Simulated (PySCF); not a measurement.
## Ionisation energy of Ar by level of theory

Ar [Ar] (1S) → Ar⁺ [Ne] 3s2 3p5 (2P), as a difference of total energies. Computed with PySCF 2.14 in cc-pVTZ-DK, with scalar relativity by spin-free X2C-1e. Correlated levels: valence: [Ne] frozen. The calculations carry no spin-orbit coupling.

```csv
method,ionisation energy (eV)
UHF,14.556
M06-2X,15.768
B3LYP,15.775
MP2 (valence),15.664
SCS-MP2 (valence),15.561
CCSD (valence),15.488
CCSD(T) (valence),15.528
```

Task: How much does correlation contribute at CCSD(T) (valence)?

Result: 15.528 − (14.556) = 0.972 eV, measured against UHF.

Errors of the correlated levels include the incompleteness of this basis and the frozen core.

For comparison: 15.819 eV (measured; NIST levels, between the centres of gravity of the two terms).
